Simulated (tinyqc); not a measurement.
Starting guesses with DIIS over 6 matrices: SCF starting guesses in the sto-6g basis, for BH3, spin multiplicity 1. Computed by the program tinyqc with PySCF. RHF with one setting changed at a time; a run stops when the energy changes by less than 1e-09 hartree and the error matrix is below 1e-5. Starts: the lowest orbitals of the core Hamiltonian, of the Wolfsberg-Helmholz matrix (K = 1.75), projected atomic densities, random orbitals, and the highest orbitals of the core Hamiltonian (a deliberately bad start).

Geometry (angstrom):
```
atom,x,y,z
B,0.0000,0.0000,0.0430
H,1.1540,0.0000,0.0000
H,-0.5770,0.9990,0.0000
H,-0.5770,-0.9990,0.0000
```

lowest restricted solution found by these runs and by PySCF = -26.330651 hartree

Largest element of the error matrix X^T (FDS - SDF) X:
```
iteration,core,Wolfsberg-Helmholz,atomic densities,random,highest core orbitals
1,8.0e-01,2.8e-01,6.8e-01,3.0e+00,2.5e-01
2,1.0e-01,3.8e-02,1.0e-01,4.3e-01,5.5e-01
3,8.2e-03,4.7e-03,1.8e-02,5.3e-02,3.5e-01
4,7.7e-04,6.5e-04,2.2e-03,2.7e-02,2.3e-01
5,3.2e-05,2.6e-05,6.4e-05,8.7e-03,1.3e-01
6,1.1e-06,1.1e-07,1.2e-05,9.5e-04,2.6e-01
8,-,-,-,7.9e-06,2.3e-01
10,-,-,-,-,2.1e-01
14,-,-,-,-,2.2e-04
```

How each run ends:
```
run,iterations,E (hartree),state
core,6,-26.330651,lowest found
Wolfsberg-Helmholz,7,-26.330651,lowest found
atomic densities,7,-26.330651,lowest found
random,9,-26.330651,lowest found
highest core orbitals,16,-26.330651,lowest found
```

What does the comparison show, and why?

5 of 5 runs reach the lowest restricted solution found, in 6 to 16 iterations (fastest: core). The first errors are 8e-01, 3e-01, 7e-01, 3e+00, 2e-01; the deliberately bad start has the smallest one, so a small first error does not mark a good start.
